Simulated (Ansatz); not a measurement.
Results of LDA (Ansatz, an electronic-structure program, plane waves, PAW) for rock-salt MgS.

Settings: plane-wave cutoff 520 eV, 12×12×12 k mesh, perturbation theory, scalar-relativistic PAW data made under PBE.

The cell has the measured lattice parameters. Conventional cell: a = 5.2033 Å, b = 5.2033 Å, c = 5.2033 Å, α = 90.00°, β = 90.00°, γ = 90.00°.

Harmonic phonon frequencies (cm⁻¹; i marks an imaginary mode; at Γ without the LO shift):

```csv
q point,frequencies
Γ,(withheld)
X,125 125 182 248 248 285
L,166 166 191 191 284 353
W,(withheld)
```

Problem. Some entries are withheld; supply them.

Solution. 
- Γ, frequencies: 0 0 0 222 222 222
- W, frequencies: 169 169 222 225 268 268

With the long-range field the LO mode at Γ lies at 385 cm⁻¹.

Measured, for comparison: zone-centre TO phonon frequency 240 cm⁻¹ (temperature not stated, no zero-point or thermal correction; as tabulated in Chmeruk and Núñez-Valdez (2023), arXiv:2212.11645). Computed (rounded) less measured: zone-centre TO phonon frequency -8 %.

No imaginary mode appears at these points.

Note: the cell isn't this level's own, so it is under some stress, which shifts stiffness and frequencies.
